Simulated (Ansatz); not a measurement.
C2H7B, SMILES CBC, vertical spin-state energies

With Ansatz's Python interface.

Run as a notebook:

**Cell 1**
```python
import warnings

import ansatz as az
```

**Cell 2**
```python
warnings.simplefilter("ignore", az.DeckWarning)
```

**Cell 3**
```python
geometry_ang = [
    ("C", (-0.9172, 0.7841, -0.5711)),
    ("B", (0.0886, -0.3574, -0.496)),
    ("C", (0.8631, -0.6499, 0.8304)),
    ("H", (-1.8872, 0.423, -0.8426)),
    ("H", (-0.6511, 1.5347, -1.3911)),
    ("H", (-1.0338, 1.3819, 0.3843)),
    ("H", (0.3124, -1.0262, -1.4423)),
    ("H", (0.7138, -1.6676, 1.1758)),
    ("H", (0.6089, 0.0799, 1.684)),
    ("H", (1.9857, -0.5537, 0.6715)),
]
molecule = az.Crystal.molecule()
for symbol, xyz in geometry_ang:
    molecule = molecule.atom(symbol, xyz)
```

**Cell 4**
```python
calc = (
    molecule.calculation()
    .basis(gaussian="6-31G")
    .correlation("ccsd_t")
)
found = {}
for unpaired in [0, 2]:
    data = calc.spin("collinear", total=unpaired).run().report
    s = unpaired / 2
    found[unpaired] = data["free_energy_ev"]
    print(f"2S+1 = {unpaired + 1}: E = {found[unpaired]:.5f} eV, <S^2> = {abs(data['mean_field']['state']['spin_squared']):.3f} (pure state {s * (s + 1):.2f})")
lowest = min(found, key=found.get)
for unpaired, e in found.items():
    print(f"multiplicity {unpaired + 1}: {(e - found[lowest]):.3f} eV above the lowest")
```
Output:
```text
2S+1 = 1: E = -2849.78624 eV, <S^2> = 0.000 (pure state 0.00)
2S+1 = 3: E = -2843.73131 eV, <S^2> = 2.011 (pure state 2.00)
multiplicity 1: 0.000 eV above the lowest
multiplicity 3: 6.055 eV above the lowest
```

In order: multiplicity 1 (+0.00 eV) and multiplicity 3 (+6.05 eV), all at the one geometry.

Caveats:
- These settings explore the input space; basis and method may be short of convergence.
- The geometry is a force-field or estimated start, not a minimum of this method, and the basis set is short of its limit. All parts are taken at fixed geometry, without zero-point energy.
- S² is that of the Hartree-Fock reference.
- The whole script took 37 s on 1 thread of AMD EPYC 7571, with other jobs on the host, peak memory 0.21 GiB.

(Lines on the test bed's own set-up are left out of the output.)
